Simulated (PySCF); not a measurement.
# Argon: a sound run and one with changed settings

Sound run: Ar [Ar], Ar⁺ [Ne] 3s2 3p5. All numbers are calculated (PySCF 2.14, the non-relativistic Hamiltonian (point nucleus), in 6-31G* (4s3p1d, 18 functions)). In the sound run the correlated levels freeze [Ne]. The sound run starts from symmetry-adapted Hartree-Fock orbitals and uses a fine grid where one is needed.

Changed run: scalar relativity by spin-free X2C-1e. This setting is unsound on purpose.

```
species   method  sound run (hartree)  changed run (hartree)  converged
     Ar      UHF           -526.77215             -528.36400        yes
     Ar    B3LYP           -527.51331             -529.10437        yes
     Ar      LDA           -525.88248             -527.47265        yes
     Ar      MP2           -526.90713             -528.49890        yes
     Ar  CCSD(T)           -526.92089             -528.51261        yes
    Ar⁺      UHF           -526.23345             -527.82583        yes
    Ar⁺    B3LYP           -526.93306             -528.52465        yes
    Ar⁺      LDA           -525.29566             -526.88644        yes
    Ar⁺      MP2           -526.34332             -527.93560        yes
    Ar⁺  CCSD(T)           -526.36145             -527.95366        yes
```

Ionisation energy of Ar:

```
 method  sound run (eV)  changed run (eV)
    UHF          14.659            14.645
  B3LYP          15.789            15.775
    LDA          15.968            15.952
    MP2          15.342            15.328
SCS-MP2          15.261            15.247
   CCSD          15.215            15.202
CCSD(T)          15.223            15.210
```

Most of the change in total energy is the relativistic energy itself. On top of that the contraction fixes the core shape for the Hamiltonian it was made with, so the changed run is not a good calculation with the other Hamiltonian either.

For comparison, NIST gives 15.760 eV between the lowest levels.
